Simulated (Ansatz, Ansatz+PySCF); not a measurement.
```xyz
4

C     0.0000    0.0000   -0.5559
C     0.0000    0.0000    0.5559
H     0.0000    0.0000   -1.5449
H     0.0000    0.0000    1.5449
```

RHF on singlet C₂H₂ was run in several spherical basis sets with Ansatz (development build ahead of 0.2.0). Caution for RHF: no unrestricted run beside it, a lower state can exist.

**Question.** Rank the basis sets by the total energy that they give, lowest first, with the distance from the lowest.
A. def2-SVP
B. cc-pVTZ
C. 6-31G(d)
D. cc-pVDZ
E. def2-TZVP

**Answer.** E (0.00 eV), B (0.04 eV), D (0.92 eV), C (1.04 eV), A (2.64 eV).

Totals follow the description of the cores as much as that of the bonds, so this order isn't one of quality for chemistry.
